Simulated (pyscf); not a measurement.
`[CH3][InH2]` + `[H][H]` -> `[CH3][InH2]` + `[H][H]` (four-centre exchange; singlet surface; H–In, H–H broken, H–In, H–H formed). Structures and frequencies: ωB97X-D3(BJ)/def2-SVP in PySCF. Energies in eV from the separated reactants.

```json
[
 {"level": "ωB97X-D3(BJ)/def2-TZVP", "barrier": "1.34", "reaction energy": "0.00"},
 {"level": "PBE/def2-TZVP", "barrier": "1.07", "reaction energy": "0.00"},
 {"level": "B3LYP-D3(BJ)/def2-TZVP", "barrier": "1.27", "reaction energy": "0.00"},
 {"level": "PBE0-D3(BJ)/def2-TZVP", "barrier": "1.16", "reaction energy": "0.00"},
 {"level": "M06-2X/def2-TZVP", "barrier": "1.34", "reaction energy": "0.00"},
 {"level": "HF/def2-TZVP", "barrier": "1.89", "reaction energy": "0.00"}
]
```

The functionals in the table span 0.27 eV in this barrier, from PBE to M06-2X. At the saddle there is also a short H–In contact that neither side keeps. One saddle was located; it need not be the lowest between these sides. Elements past Kr carry the def2 core potentials, without spin-orbit coupling.
